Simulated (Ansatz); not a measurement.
# One shape, several levels: SiH (SMILES [SiH])

Aim: a comparison of 6 runs (UHF/3-21G, U-r2SCAN0/3-21G, UB2PLYP/6-311G**, UCCSDT/3-21G, UBCCD(T)/6-311G**, UCCSD/3-21G) of SiH. 

The calculation is run with Ansatz 0.2.0.

66 further runs of the same task are left out: 2 that didn't finish, 64 set aside as unsound or not needed.

## 1. The molecule

The species is SiH (2 atoms), meant as a doublet with charge 0. SMILES: `[SiH]`. The H2–Si1 distance was set to 3.033 Å, away from the relaxed value.

## 2. A single-point energy at UHF/3-21G (run 1)

The input, molecule.yaml:

```yaml
basis:
  gaussian: {orbitals: 3-21G.json}
crystal:
  periodic: [false, false, false]
  atoms:
    - {symbol: Si, position_ang: [0.000000, 0.000000, -1.516540]}
    - {symbol: H, position_ang: [0.000000, 0.000000, 1.516560]}
hamiltonian: {xc: hf}
accuracy: high
magnetization: {spin_polarized: true, initial_magnetization: 1}
total_charge: 0
```

The basis set 3-21G is read from a file made from the Basis Set Exchange's data (not shown).

Launch:

```
ansatz run molecule.yaml --threads 1 --pin off --max-ram 2610MiB --events-out events.jsonl --progress --plain --runs-dir runs
```

Log:

```text
Warning: RAYON_NUM_THREADS=1 ignored (pool sized by the plan → 1); use --threads N
Functional definition: HF
  name "HF"
  exchange = exact_x
  correlation = 0
279 factors; integrals over basis functions are off by at most 3.3e-9 eV
mean field evaluation 1: about -7829.0740 eV, gradient 8.5e0 eV
mean field evaluation 2: about -7829.0746 eV, gradient 8.5e0 eV
mean field evaluation 4: about -7830.5835 eV, gradient 5.5e-1 eV
mean field evaluation 8: about -7830.5886 eV, gradient 1.1e-1 eV
mean field evaluation 16: about -7832.1124 eV, gradient 3.9e-5 eV
mean field evaluation 32: about -7832.5820 eV, gradient 6.9e-1 eV
mean field evaluation 64: about -7832.5484 eV, gradient 7.2e-2 eV
mean field evaluation 96: about -7830.3128 eV, gradient 4.5e0 eV
mean field evaluation 128: about -7830.5884 eV, gradient 7.2e-6 eV
mean field -7832.62369335 eV, -287.8436115876 hartree, gradient 1.2e-8 eV, S^2 1.670328; 6 other end points of the search recorded, 0 dependent functions left out
reference -7832.62369335 eV, -287.8436115876 hartree; 8, 7 occupied and 7, 8 virtual orbitals, 279 factors
Total energy: -7832.62369335 eV, -287.8436115876 hartree
```

It took 0.14 s on 1 thread of Arm Neoverse V2, shared host.

## 3. A single-point energy at U-r2SCAN0/3-21G (run 2)

The input, input.yaml:

```yaml
basis:
  gaussian: {orbitals: 3-21G.json}
crystal:
  periodic: [false, false, false]
  atoms:
    - {symbol: Si, position_ang: [0.000000, 0.000000, -1.516540]}
    - {symbol: H, position_ang: [0.000000, 0.000000, 1.516560]}
magnetization: {spin_polarized: true, initial_magnetization: 1}
hamiltonian: {xc: {name: r2SCAN0}}
accuracy: high
```

The basis set 3-21G is read from a file made from the Basis Set Exchange's data (not shown).

Launch:

```
ansatz run input.yaml --threads 1 --pin off --max-ram 2610MiB --events-out events.jsonl --progress --plain --runs-dir runs
```

Log:

```text
Warning: RAYON_NUM_THREADS=1 ignored (pool sized by the plan → 1); use --threads N
Functional definition: r2SCAN0
  name "r2SCAN0"
  parameter a = 0.25
  parameter k0 = 0.174
  parameter k1 = 0.065
  parameter a1 = 4.9479
  exchange = (1 - a)*r2scan_x(k0 = k0, k1 = k1, a1 = a1) + a*exact_x
  correlation = r2scan_c
279 factors; integrals over basis functions are off by at most 3.3e-9 eV
mean field evaluation 1: about -7842.5885 eV, gradient 1.0e1 eV
mean field evaluation 2: about -7836.5130 eV, gradient 1.6e1 eV
mean field evaluation 4: about -7844.6110 eV, gradient 1.7e0 eV
mean field evaluation 8: about -7844.6051 eV, gradient 6.0e-2 eV
mean field evaluation 16: about -7845.4586 eV, gradient 3.0e-4 eV
mean field evaluation 32: about -7845.4586 eV, gradient 2.4e-6 eV
mean field evaluation 64: about -7844.5471 eV, gradient 1.7e-1 eV
mean field -7845.45859667 eV, -288.3152855848 hartree, gradient 5.8e-8 eV, S^2 1.538464; 8 other end points of the search recorded, 0 dependent functions left out
reference -7845.45859779 eV, -288.3152856259 hartree; 8, 7 occupied and 7, 8 virtual orbitals, 279 factors
Total energy: -7845.45859779 eV, -288.3152856259 hartree
```

It took 5.7 s on 1 thread of Arm Neoverse V2, shared host; peak memory 0.14 GiB.

Runs 3 to 5 aren't shown in full; the table further down has their settings and results.

## 4. A single-point energy at UCCSD/3-21G (run 6)

The input, molecule.yaml:

```yaml
basis:
  gaussian: {orbitals: 3-21G.json}
crystal:
  periodic: [false, false, false]
  atoms:
    - {symbol: Si, position_ang: [0.000000, 0.000000, -1.516540]}
    - {symbol: H, position_ang: [0.000000, 0.000000, 1.516560]}
total_charge: 0
magnetization: {spin_polarized: true, initial_magnetization: 1}
correlation: {method: ccsd, frozen_orbitals: {H: 0, Si: 5}}
accuracy: high
scf: {omitted_lower_state_checks: [cluster_reference, increment]}
```

The basis set 3-21G is read from a file made from the Basis Set Exchange's data (not shown).

Launch:

```
ansatz run molecule.yaml --threads 1 --pin off --max-ram 2610MiB --events-out events.jsonl --progress --plain --runs-dir runs
```

Log:

```text
Warning: RAYON_NUM_THREADS=1 ignored (pool sized by the plan → 1); use --threads N
[... 18 lines left out ...]
5 core orbitals not correlated: weight in the atoms' cores, before any rotation towards them, 1.000 or more for the frozen orbitals, at most 0.000 for the correlated occupied ones
[... 38 lines left out ...]
Total energy: -7833.44511537 eV, -287.8737982900 hartree
Checks for a lower state left out: cluster_reference, increment
```

Run time: 0.36 s. Hardware: 1 thread of Arm Neoverse V2, shared host.

## 5. The series

```
run              level  frozen core orbitals  energy (Eh)   ⟨S²⟩  wall time
  1          UHF/3-21G                     –  -287.843612  1.670     0.14 s
  2    U-r2SCAN0/3-21G                     –  -288.315286  1.538      5.7 s
  3   UB2PLYP/6-311G**                     5  -289.757192  1.567      5.1 s
  4       UCCSDT/3-21G                     5  -287.875310  1.670     0.74 s
  5  UBCCD(T)/6-311G**                     5  -289.417790  1.671      1.1 s
  6        UCCSD/3-21G                     5  -287.873798  1.670     0.36 s
```

## 6. Outcome

```
                                          quantity          value
                               run 6: total energy  -287.87380 Eh
run 6: correlation energy (5 core orbitals frozen)      -30.2 mEh
          run 6: ⟨S²⟩ of the reference determinant          1.670
                              run 6: T1 diagnostic          0.066
```

What this shows: Below the UHF energy at the same shape and in the same basis (3-21G): UCCSDT -31.7 mEh; UCCSD -30.2 mEh. Totals of different functionals can't be ranked against each other. Spin contamination of the reference: run 5 ⟨S²⟩ = 1.67, run 1 ⟨S²⟩ = 1.67, run 4 ⟨S²⟩ = 1.67, run 6 ⟨S²⟩ = 1.67, run 3 ⟨S²⟩ = 1.57, run 2 ⟨S²⟩ = 1.54. Where it is this large, the reference is a mixture of spin states, and values that rest on it are in doubt. All runs together took 13 s, the longest 5.7 s.
